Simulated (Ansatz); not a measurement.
Nudged elastic band run: CH6BN

The input (input.yaml):

```yaml
crystal:
  periodic: [false, false, false]
  atoms:
    - { symbol: B, position_ang: [0.158079, -0.169653, 0.265545] }
    - { symbol: H, position_ang: [-0.011597, -0.532562, 1.411014] }
    - { symbol: "N", position_ang: [1.478904, -0.00406, -0.155257] }
    - { symbol: H, position_ang: [2.277711, -0.170543, 0.44517] }
    - { symbol: H, position_ang: [1.732648, 0.295487, -1.091143] }
    - { symbol: C, position_ang: [-1.076135, 0.098011, -0.680177] }
    - { symbol: H, position_ang: [-1.709176, -0.80459, -0.749344] }
    - { symbol: H, position_ang: [-1.724019, 0.880692, -0.246039] }
    - { symbol: H, position_ang: [-0.809714, 0.407218, -1.705068] }
basis:
  gaussian: { orbitals: def2-SVP }
hamiltonian:
  xc: b3lyp
neb:
  order_check: false
  images: 5
  f_tol: 0.05
  max_iterations: 60
  final_atoms:
    - { symbol: B, position_ang: [-0.93695621, -0.28724282, 0.60881818] }
    - { symbol: H, position_ang: [1.51432228, -0.17423696, 1.08186878] }
    - { symbol: "N", position_ang: [2.22428738, 0.00250764, 0.36461993] }
    - { symbol: H, position_ang: [2.10350133, -0.72419027, -0.34324084] }
    - { symbol: H, position_ang: [1.97669353, 0.88873951, -0.07862577] }
    - { symbol: C, position_ang: [-1.52426586, 0.01499915, -0.78187311] }
    - { symbol: H, position_ang: [-2.34247193, -0.69903913, -0.9986949] }
    - { symbol: H, position_ang: [-1.94254956, 1.04069237, -0.78560686] }
    - { symbol: H, position_ang: [-0.75585997, -0.06222949, -1.5725644] }
  initial_path:
    images:
      - { positions_ang: [[0.158079, -0.169653, 0.265545], [-0.011597, -0.532562, 1.411014], [1.478904, -0.00406, -0.155257], [2.277711, -0.170543, 0.44517], [1.732648, 0.295487, -1.091143], [-1.076135, 0.098011, -0.680177], [-1.709176, -0.80459, -0.749344], [-1.724019, 0.880692, -0.246039], [-0.809714, 0.407218, -1.705068]] }
      - { positions_ang: [[0.10524866, -0.11849885, 0.17685546], [0.21985843, -0.38615388, 1.3431906], [1.56555176, -0.01656354, -0.03977371], [2.25128223, -0.42926661, 0.25876857], [1.88777403, 0.49282235, -0.7380042], [-1.17901596, 0.07947537, -0.72028945], [-1.79037788, -0.83487799, -0.70868411], [-1.81012515, 0.88958121, -0.31208636], [-0.93349511, 0.32348193, -1.76527581]] }
      - { positions_ang: [[0.05241832, -0.0673447, 0.08816592], [0.45131385, -0.23974576, 1.2753672], [1.65219952, -0.02906709, 0.07570957], [2.22485346, -0.68799022, 0.07236715], [2.04290006, 0.69015771, -0.38486539], [-1.28189693, 0.06093974, -0.7604019], [-1.87157976, -0.86516597, -0.66802421], [-1.8962313, 0.89847042, -0.37813372], [-1.05727622, 0.23974586, -1.82548362]] }
      - { positions_ang: [[-0.00041202, -0.01619055, -0.00052363], [0.68276928, -0.09333764, 1.2075438], [1.73884728, -0.04157063, 0.19119286], [2.19842469, -0.94671383, -0.11403428], [2.19802609, 0.88749306, -0.03172659], [-1.38477789, 0.04240411, -0.80051434], [-1.95278164, -0.89545396, -0.62736432], [-1.98233745, 0.90735963, -0.44418107], [-1.18105733, 0.1560098, -1.88569143]] }
      - { positions_ang: [[-0.31259341, -0.1065413, 0.20259031], [0.95995361, -0.12030408, 1.16565212], [1.90066064, -0.02687787, 0.24900188], [2.16678357, -0.87253931, -0.19043647], [2.12424857, 0.88790855, -0.04735965], [-1.43127388, 0.03326912, -0.7943006], [-2.0826784, -0.82998235, -0.75114118], [-1.96907482, 0.95180388, -0.55798967], [-1.03932487, 0.08326337, -1.78131575]] }
      - { positions_ang: [[-0.62477481, -0.19689206, 0.40570425], [1.23713795, -0.14727052, 1.12376045], [2.06247401, -0.01218512, 0.30681091], [2.13514245, -0.79836479, -0.26683865], [2.05047105, 0.88832403, -0.06299271], [-1.47776987, 0.02413413, -0.78808686], [-2.21257517, -0.76451074, -0.87491804], [-1.95581219, 0.99624813, -0.67179827], [-0.89759242, 0.01051694, -1.67694008]] }
      - { positions_ang: [[-0.93695621, -0.28724282, 0.60881818], [1.51432228, -0.17423696, 1.08186878], [2.22428738, 0.00250764, 0.36461993], [2.10350133, -0.72419027, -0.34324084], [1.97669353, 0.88873951, -0.07862577], [-1.52426586, 0.01499915, -0.78187311], [-2.34247193, -0.69903913, -0.9986949], [-1.94254956, 1.04069237, -0.78560686], [-0.75585997, -0.06222949, -1.5725644]] }
```

Command:

```bash
$ ansatz run input.yaml --threads 1 --pin off --max-ram 2048MiB --backend cpu --events-out ev --progress --plain --runs-dir out
```

Output, in part (warnings, iteration lines, the closing report on the highest movable image, with atoms numbered from 0):

```
NEB end point (image 0): max|allowed force component| = 1.719e-2 eV/Å (the criterion of neb.relax_end_points is 1.000e-2)
NEB end point (image 6): max|allowed force component| = 1.486e-2 eV/Å (the criterion of neb.relax_end_points is 1.000e-2)
NEB iter   1: max|band force component| = 1.255e1 eV/Å  barrier→ = 6.5086 eV  barrier← = 1.6177 eV  Δτ_max = 0.2000 Å  (171 SCF iters)
NEB iter   2: max|band force component| = 2.826e0 eV/Å  barrier→ = 5.7431 eV  barrier← = 0.8521 eV  Δτ_max = 0.2000 Å  (143 SCF iters)
NEB iter   3: max|band force component| = 2.223e0 eV/Å  barrier→ = 5.5394 eV  barrier← = 0.6485 eV  Δτ_max = 0.2000 Å  (134 SCF iters)
NEB iter   4: max|band force component| = 1.843e0 eV/Å  barrier→ = 5.2449 eV  barrier← = 0.3540 eV  Δτ_max = 0.1966 Å  (129 SCF iters)
NEB iter   5: max|band force component| = 2.481e0 eV/Å  barrier→ = 4.9919 eV  barrier← = 0.1009 eV  Δτ_max = 0.0985 Å  (128 SCF iters)
NEB iter   6: max|band force component| = 9.947e-1 eV/Å  barrier→ = 4.9367 eV  barrier← = 0.0458 eV  Δτ_max = 0.1986 Å  (130 SCF iters)
NEB iter   7: max|band force component| = 1.289e0 eV/Å  barrier→ = 5.1450 eV  barrier← = 0.2541 eV  Δτ_max = 0.0994 Å  (129 SCF iters)
NEB iter   8: max|band force component| = 8.844e-1 eV/Å  barrier→ = 5.2607 eV  barrier← = 0.3698 eV  Δτ_max = 0.1012 Å  (135 SCF iters)
NEB iter   9: max|band force component| = 7.521e-1 eV/Å  barrier→ = 5.2205 eV  barrier← = 0.3295 eV  Δτ_max = 0.0501 Å  (133 SCF iters)
NEB iter  10: max|band force component| = 8.401e-1 eV/Å  barrier→ = 5.1623 eV  barrier← = 0.2713 eV  Δτ_max = 0.0248 Å  (128 SCF iters)
NEB iter  11: max|band force component| = 5.575e-1 eV/Å  barrier→ = 5.1184 eV  barrier← = 0.2275 eV  Δτ_max = 0.0497 Å  (128 SCF iters)
NEB iter  12: max|band force component| = 6.951e-1 eV/Å  barrier→ = 5.0415 eV  barrier← = 0.1506 eV  Δτ_max = 0.0494 Å  (133 SCF iters)
NEB iter  13: max|band force component| = 7.894e-1 eV/Å  barrier→ = 4.9664 eV  barrier← = 0.0754 eV  Δτ_max = 0.1002 Å  (129 SCF iters)
NEB iter  14: max|band force component| = 1.088e0 eV/Å  barrier→ = 4.8924 eV  barrier← = 0.0015 eV  Δτ_max = 0.0985 Å  (132 SCF iters)
NEB iter  15: max|band force component| = 1.035e0 eV/Å  barrier→ = 4.8915 eV  barrier← = 0.0005 eV  Δτ_max = 0.1940 Å  (133 SCF iters)
NEB iter  16: max|band force component| = 6.936e-1 eV/Å  barrier→ = 4.8910 eV  barrier← = 0.0001 eV  Δτ_max = 0.1931 Å  (134 SCF iters)
NEB iter  17: max|band force component| = 8.734e-1 eV/Å  barrier→ = 5.0050 eV  barrier← = 0.1141 eV  Δτ_max = 0.0758 Å  (134 SCF iters)
NEB iter  18: max|band force component| = 2.052e0 eV/Å  barrier→ = 4.9626 eV  barrier← = 0.0717 eV  CI = image 2  Δτ_max = 0.0982 Å  (132 SCF iters)
NEB iter  19: max|band force component| = 9.299e-1 eV/Å  barrier→ = 5.1756 eV  barrier← = 0.2846 eV  CI = image 2  Δτ_max = 0.1929 Å  (133 SCF iters)
NEB iter  20: max|band force component| = 8.605e-1 eV/Å  barrier→ = 5.0432 eV  barrier← = 0.1523 eV  CI = image 2  Δτ_max = 0.1910 Å  (136 SCF iters)
NEB iter  21: max|band force component| = 6.027e-1 eV/Å  barrier→ = 4.8904 eV  barrier← = -0.0005 eV  CI = image 5  Δτ_max = 0.1545 Å  (132 SCF iters)
NEB iter  22: max|band force component| = 3.562e0 eV/Å  barrier→ = 4.9137 eV  barrier← = 0.0228 eV  CI = image 2  Δτ_max = 0.0790 Å  (136 SCF iters)
NEB iter  23: max|band force component| = 1.013e0 eV/Å  barrier→ = 4.8912 eV  barrier← = 0.0003 eV  CI = image 5  Δτ_max = 0.1551 Å  (132 SCF iters)
NEB iter  24: max|band force component| = 8.811e-1 eV/Å  barrier→ = 4.8904 eV  barrier← = -0.0006 eV  CI = image 5  Δτ_max = 0.1576 Å  (134 SCF iters)
NEB iter  25: max|band force component| = 1.225e0 eV/Å  barrier→ = 4.8906 eV  barrier← = -0.0003 eV  CI = image 5  Δτ_max = 0.0768 Å  (135 SCF iters)
NEB iter  26: max|band force component| = 3.946e-1 eV/Å  barrier→ = 4.8908 eV  barrier← = -0.0001 eV  CI = image 5  Δτ_max = 0.0737 Å  (131 SCF iters)
NEB iter  27: max|band force component| = 1.513e-1 eV/Å  barrier→ = 4.8910 eV  barrier← = 0.0001 eV  CI = image 5  Δτ_max = 0.0366 Å  (132 SCF iters)
NEB iter  28: max|band force component| = 1.125e-1 eV/Å  barrier→ = 4.8912 eV  barrier← = 0.0002 eV  CI = image 5  Δτ_max = 0.0340 Å  (127 SCF iters)
NEB iter  29: max|band force component| = 4.315e-2 eV/Å  barrier→ = 4.8911 eV  barrier← = 0.0001 eV  CI = image 5  Δτ_max = 0.0000 Å  (257 SCF iters)
Total energy: -3295.46941464 eV, -121.1062672385 hartree
Atom 0 at    -0.929270     0.002412     0.648323 Å, force     0.001729     0.002437     0.001159 eV/Å
Atom 1 at     1.530522    -0.142844     1.077368 Å, force    -0.005017    -0.003387     0.001012 eV/Å
Atom 2 at     2.237117    -0.120900     0.336582 Å, force     0.013251     0.005571     0.004131 eV/Å
Atom 3 at     2.011688    -0.883851    -0.303401 Å, force    -0.006533    -0.002957    -0.002325 eV/Å
Atom 4 at     2.089489     0.749029    -0.177322 Å, force    -0.002999    -0.000159    -0.003037 eV/Å
Atom 5 at    -1.534054     0.087213    -0.764998 Å, force    -0.007398    -0.003591     0.005563 eV/Å
Atom 6 at    -1.998223    -0.886028    -1.017934 Å, force     0.004534     0.002812    -0.003728 eV/Å
Atom 7 at    -2.321496     0.865239    -0.779566 Å, force     0.003339    -0.000897    -0.001784 eV/Å
Atom 8 at    -0.769072     0.329730    -1.524351 Å, force    -0.000904     0.000169    -0.000989 eV/Å
Dipole moment:    -0.470158     0.053318    -0.666658 e Å
```

The forces met the threshold. Neighbouring images differ by up to 2.4 eV, so the band resolves the path poorly. The top lies less than 8 meV above the higher end, about what the thresholds resolve: that end is a shoulder or a very shallow well. A vibrational analysis at the climbing image gives no mode beyond 40i cm⁻¹: the surface is too flat there to confirm a saddle point. The orbitals stay closed-shell, which can raise the energy where a bond breaks towards radicals; this wasn't checked here.

Final band (atoms are numbered from 1 in the order of the input):

| image | path coordinate (Å) | energy (eV) | B1–H2 (Å) | B1–N3 (Å) | H2–N3 (Å) |
| --- | --- | --- | --- | --- | --- |
| 0 | 0.00 | 0.00 | 1.21 | 1.40 | 2.23 |
| 1 | 1.15 | 2.39 | 1.28 | 1.41 | 1.80 |
| 2 | 2.30 | 4.40 | 2.13 | 1.66 | 1.03 |
| 3 | 3.44 | 4.41 | 2.22 | 1.65 | 1.02 |
| 4 | 4.59 | 4.63 | 2.35 | 1.99 | 1.02 |
| 5 | 5.74 | 4.89 | 2.50 | 3.18 | 1.02 |
| 6 | 6.56 | 4.89 | 2.50 | 3.18 | 1.02 |

The run took 3.9 min on 1 thread of Intel(R) Xeon(R) Platinum 8488C (Sapphire Rapids), on a shared host, peak memory 0.14 GiB.
